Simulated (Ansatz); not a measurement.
Reaction (SMILES): F atom → [F-] (an electron is taken up)
B3LYP-D3(BJ)/def2-TZVP geometries, fixed; electronic energies without zero-point terms; positive where energy is released.
Largest species:
```xyz
1

F      0.0000     0.0000     0.0000
```
Charge 0, spin multiplicity 2.

Effect of a fitting basis named in the input at r2SCAN/aug-cc-pVTZ with Ansatz (a program for electronic structure), against the last row, where the adiabatic electron affinity is 3.31 eV. Open shells are unrestricted. The default fits or decomposes integrals by the program's own choice; accuracy: high also tightens integrals, grids and stops.

| setting | largest shift of a total energy (mEh) | shift of the adiabatic electron affinity (eV) |
|---|---|---|
| fitting: def2-SV(P)-JKFIT | -0.025 | 0.000 |
| fitting: def2-universal-JKFIT | -0.025 | 0.000 |
| fitting: cc-pVTZ-JKFIT | -1.262 | 0.034 |
| fitting: cc-pVQZ-JKFIT | -1.262 | 0.034 |
| fitting: cc-pV5Z-JKFIT | -1.262 | 0.034 |
| fitting: def2-universal-JFIT | -0.165 | 0.004 |
| accuracy: high | 0.000 | 0.000 |
| accuracy: medium (default) | 0.000 | 0.000 |

Within 0.002 eV in the adiabatic electron affinity: fitting: def2-SV(P)-JKFIT; fitting: def2-universal-JKFIT; accuracy: high. The largest shift is 1.262 mEh in a total energy and 0.034 eV in the difference.
